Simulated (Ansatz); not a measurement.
# A basis-limit estimate, worked out

An elementary step of CH4ClO, doublet (CH₃Cl ([CH3][Cl]) + OH → CH₂Cl ([CH2][Cl]) + H₂O; bonds formed: H1–O4; bonds broken: H1–C2). “Start” is the structure reached by relaxing down from the saddle towards the reactants; PBE0-D4/def2-TZVP structures. The saddle:

H1  (-0.411, -0.140, -0.289)
C2  (0.543, -0.473, 0.294)
Cl3  (1.334, 0.937, 0.960)
O4  (-1.531, 0.428, -0.939)
H5  (1.193, -0.967, -0.424)
H6  (0.211, -1.132, 1.092)
H7  (-1.339, 1.347, -0.694)
(Å)

Computed with Ansatz 0.2.0 (basis: def2-TZVPP and def2-QZVPP); correlated methods freeze the cores; orbitals are unrestricted.

Energies in eV:

| quantity | saddle | start |
| --- | --- | --- |
| Hartree–Fock, triple zeta (X = 3) | -15633.89646 | -15634.76654 |
| Hartree–Fock, quadruple zeta (X = 4) | -15634.39851 | -15635.26544 |
| MP2 correlation, X = 3 | -16.07223 | -15.64517 |
| MP2 correlation, X = 4 | -17.44034 | -17.00523 |
| CCSD(T) correlation, X = 3 | -17.94163 | -17.42842 |

Q: Work out the barrier at the basis limit: extrapolate Hartree–Fock as E(X) = E∞ + A exp(−7.88 √X) and the MP2 correlation as E(X) = E∞ + B X^−2.97 (the exponents that Neese and Valeev fitted for def2-TZVPP and QZVPP), then add CCSD(T) − MP2 in triple zeta.

A: Each step is linear, so take the differences first (saddle − start): Hartree–Fock 0.87008 (X = 3) and 0.86693 (X = 4); MP2 correlation -0.42706 and -0.43511; CCSD(T) correlation -0.51321.
Two points give E∞ = E(4) + w [E(4) − E(3)], with w = 1/(exp(7.88 (2 − √3)) − 1) = 0.1377 for Hartree–Fock and w = 1/((4/3)^2.97 − 1) = 0.7407 for the correlation.
Hartree–Fock: 0.86693 + 0.1377 × (-0.00315) = 0.8665 eV.
MP2 correlation: -0.43511 + 0.7407 × (-0.00805) = -0.4411 eV.
CCSD(T) − MP2: -0.51321 − (-0.42706) = -0.0862 eV.
Sum: 0.8665 + (-0.4411) + (-0.0862) = 0.3392 eV, or 7.82 kcal/mol. Plain CCSD(T) in triple zeta gives 0.3569 eV, so the larger basis shifts the result by -0.0177 eV.

T1 diagnostic: at most 0.022. ⟨S²⟩ of the unrestricted Hartree–Fock references: 0.75 to 0.77 (a pure state has 0.75).

Labels in which every atom is bracketed show which atoms are joined, not bond orders.

For scale, one of the runs: CCSD(T)/def2-TZVPP, 160 basis functions, launched by `ansatz run in.yaml --threads 4 --pin off --events-out ev --progress --plain --max-ram 9574MiB`. The run took 55 s on 4 CPU threads of an Arm Neoverse V2 (shared host), with 3 GiB of host memory at its peak.
